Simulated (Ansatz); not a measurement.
Level of theory: Ansatz (a program for electronic structure) with frozen-core CCSD(T)/cc-pVTZ // PBE0-D3(BJ)/def2-SVP.

Ansatz 0.2 input:
```yaml
crystal:
  periodic: [false, false, false]
  atoms:
    - { symbol: C, position_ang: [-0.33813, 0.009084, -0.056847] }
    - { symbol: O, position_ang: [0.903679, -0.590813, 0.167592] }
    - { symbol: H, position_ang: [-1.084091, -0.793058, -0.159524] }
    - { symbol: H, position_ang: [-0.373351, 0.610228, -0.987045] }
    - { symbol: H, position_ang: [-0.668702, 0.659019, 0.777534] }
    - { symbol: H, position_ang: [1.560596, 0.105542, 0.25829] }
basis:
  gaussian: { orbitals: cc-pVTZ }
correlation:
  method: ccsd_t
```

Output:

```
Functional definition: HF
661 factors; integrals over basis functions are off by at most 9.7e-4 eV
mean field evaluation 1: about -3130.0711 eV, gradient 2.9e1 eV
mean field evaluation 2: about -3130.0718 eV, gradient 2.9e1 eV
mean field evaluation 4: about -3131.7014 eV, gradient 2.6e0 eV
mean field evaluation 8: about -3131.7202 eV, gradient 8.7e-5 eV
mean field evaluation 16: about -3131.7192 eV, gradient 5.3e-1 eV
mean field -3131.72015966 eV, -115.0885931114 hartree, gradient 2.2e-6 eV, S^2 0.000000; 0 other end points of the search recorded, 0 dependent functions left out
2 core orbitals not correlated
reference -3131.72015966 eV, -115.0885931114 hartree; 7, 7 occupied and 107, 107 virtual orbitals, 661 factors
second order -11.65104378 eV of doubles, -0.00000000 eV of singles
cycle   1  -11.85300004 eV  change   -2.0e-1 eV  update   6.0e-2
cycle   2  -12.11675894 eV  change   -2.6e-1 eV  update   1.7e-2
cycle   3  -12.16122115 eV  change   -4.4e-2 eV  update   6.9e-3
cycle   4  -12.15820761 eV  change    3.0e-3 eV  update   1.4e-3
cycle   5  -12.15880791 eV  change   -6.0e-4 eV  update   5.2e-4
cycle   6  -12.15902348 eV  change   -2.2e-4 eV  update   1.5e-4
cycle   7  -12.15895528 eV  change    6.8e-5 eV  update   5.5e-5
cycle   8  -12.15895469 eV  change    6.0e-7 eV  update   2.0e-5
cycle   9  -12.15895543 eV  change   -7.4e-7 eV  update   5.6e-6
perturbative correction -0.40166167 eV, -0.0147607940 hartree
Total energy: -3144.28077676 eV, -115.5501872758 hartree
```

Cost: very roughly 7 core-seconds.
